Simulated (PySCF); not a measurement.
# C2H5ClO2S: the cost of one run

Programs: PySCF 2.14.0, with density-fitted response routines of our own. Each step states its level of theory. These are calculated values for one molecule in the gas phase, unless marked as measured. Atoms count from 0, in the outputs and in this text.

## Step 1: Starting geometry

11 atoms, charge 0, multiplicity 1; geometry from: GFN2-xTB.

Bonds of the start (Å): C0–C1 1.50, C1–S2 1.80, S2–O3 1.43, S2–O4 1.43, S2–Cl5 2.04, C0–H6 1.09, C0–H7 1.09, C0–H8 1.09, C1–H9 1.09, C1–H10 1.08.

## Step 2: Geometry optimisation at PBE0-D3(BJ)/def2-SVP

Job settings and geometry (Å):

```
{"job": {"xc": "PBE0", "basis": "def2-SVP", "d3": "d3bj", "grid": 1, "kind": "geom"}, "charge": 0, "multiplicity": 1}
C     -1.252437     0.315839    -0.282630
C     -0.276786    -0.397873     0.612577
S      1.349125    -0.255676    -0.156559
O      1.284072    -0.597799    -1.539328
O      2.350593    -0.865544     0.656281
Cl     1.665140     1.756239    -0.058638
H     -2.276669     0.163426     0.051880
H     -1.153417    -0.065918    -1.296034
H     -1.046441     1.383458    -0.293925
H     -0.456804    -1.467362     0.677439
H     -0.180950     0.033881     1.602974
```

Command:

```bash
$ OMP_NUM_THREADS=1 python probes_run.py task.json out
```

One launch serves the whole session: the jobs run in the order shown.

**Question.** How long does this first job take on 1 thread of AMD EPYC 9R45, shared host, and how much memory does it need?

About 52 s, with a peak of 0.52 GiB.
